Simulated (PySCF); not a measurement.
A thermochemical cycle for Si2

PBE in PySCF with def2-TZVPPD on every atom, for the lowest determinant that a PBE0 search found; no spin–orbit coupling. Si2, a triplet (π ↑↑), has De = 3.55 eV to neutral atoms, and Si₂⁺, a quartet (σ ↑, π ↑↑), has De = 3.95 eV to Si⁺ + Si.

At the same level the Si atom ionises at 8.19 eV.

Question: What is the adiabatic ionisation energy of the molecule, and does ionisation strengthen or weaken the bond?

Answer: IE = IE(Si) + De(neutral) − De(ion) = 8.19 + 3.55 − 3.95 = 7.79 eV. De changes by +0.40 eV, so ionisation strengthens the bond.

States were picked by a PBE0 search and need not be the measured ground states.
